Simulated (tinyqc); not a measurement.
Inside a calculation. Method: CCSD on RHF in the sto-3g basis, frozen core, for H2F+, spin multiplicity 1. One step of it, computed by the program tinyqc.

Problem. Iteration 8 (converged): orbitals. Diagonalise F' = X^T F X, C = X C', fill 5 alpha and 5 beta electrons from the bottom; D = 2 C_occ C_occ^T. Each column has its largest component positive (the first on a tie).

converged F (hartree), lower triangle:
```
             1F 1s      1F 2s     1F 2px     1F 2py     1F 2pz      2H 1s      3H 1s
1F 1s   -26.541262
1F 2s    -6.769916  -3.557350
1F 2px    0.000000   0.000000  -0.981854
1F 2py    0.000000   0.000000   0.000000  -0.880841
1F 2pz   -0.019196  -0.075228   0.000000   0.000000  -0.926742
2H 1s    -0.873169  -0.951239   0.000000  -0.484772  -0.322112  -0.696373
3H 1s    -0.873169  -0.951239   0.000000   0.484772  -0.322112  -0.222679  -0.696373
```

X, lower triangle:
```
            1F 1s      1F 2s    1F 2px     1F 2py     1F 2pz      2H 1s     3H 1s
1F 1s    1.023405
1F 2s   -0.133179   1.110995
1F 2px   0.000000   0.000000  1.000000
1F 2py   0.000000   0.000000  0.000000   1.052621
1F 2pz  -0.003993   0.036454  0.000000   0.000000   1.014961
2H 1s    0.015889  -0.175479  0.000000  -0.143786  -0.072309   1.081328
3H 1s    0.015889  -0.175479  0.000000   0.143786  -0.072309  -0.049212  1.081328
```

Give: F' = X^T F X; orbital energies; coefficients C; D after iteration 8.

Solution.

F' = X^T F X (hartree), lower triangle:
```
         1       2       3       4       5       6       7
1  -26.065
2   -3.430  -2.254
3    0.000   0.000  -0.982
4    0.000   0.000   0.000  -0.702
5   -0.035   0.028   0.000   0.000  -0.869
6   -0.084  -0.398   0.000  -0.387  -0.229  -0.374
7   -0.084  -0.398   0.000   0.387  -0.229  -0.047  -0.374
```

orbital energies (hartree): MO1 -26.551, MO2 -1.965, MO3 -1.092, MO4 -0.995, MO5 -0.982, MO6 -0.099, MO7 0.064

coefficients C:
```
           MO1     MO2     MO3     MO4    MO5     MO6     MO7
1F 1s    0.995  -0.253   0.000   0.054  0.000   0.095   0.000
1F 2s    0.022   0.965   0.000  -0.269  0.000  -0.557   0.000
1F 2px   0.000   0.000   0.000   0.000  1.000   0.000   0.000
1F 2py   0.000   0.000   0.739   0.000  0.000   0.000   0.777
1F 2pz   0.002   0.074   0.000   0.894  0.000  -0.488   0.000
2H 1s   -0.003   0.080   0.347   0.213  0.000   0.719  -0.734
3H 1s   -0.003   0.080  -0.347   0.213  0.000   0.719   0.734
```

D after iteration 8, lower triangle:
```
         1F 1s   1F 2s  1F 2px  1F 2py  1F 2pz   2H 1s  3H 1s
1F 1s    2.113
1F 2s   -0.474   2.008
1F 2px   0.000   0.000   2.000
1F 2py   0.000   0.000   0.000   1.091
1F 2pz   0.062  -0.337   0.000   0.000   1.608
2H 1s   -0.024   0.040   0.000   0.513   0.393   0.345
3H 1s   -0.024   0.040   0.000  -0.513   0.393  -0.138  0.345
```
